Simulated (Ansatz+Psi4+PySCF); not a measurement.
Values are calculated unless marked as measured or tabulated.
Input for Psi4 1.11:

```
molecule {
1 2
O 0.119260 0.000000 -2.000000
H -0.477050 0.763240 -2.000000
H -0.477050 -0.763240 -2.000000
O -0.119260 0.000000 2.000000
H 0.477050 -0.763240 2.000000
H 0.477050 0.763240 2.000000
}

set basis cc-pVTZ
set reference rohf
set scf_type pk
energy('scf')
```

The input is written out from the run's settings.

Results

```json
{
 "Converged": "yes",
 "Total energy": "-151.66469 hartree",
 "Spin squared of the determinant": "0.750",
 "Occupied orbitals by symmetry in an Abelian subgroup (alpha; beta)": "4 Ag 1 Bg 1 Au 4 Bu; 4 Ag 1 Bg 1 Au 3 Bu"
}
```

This is not the lowest solution: another run reaches a determinant 1.33 eV lower. Caution: an unrestricted determinant lies well below.
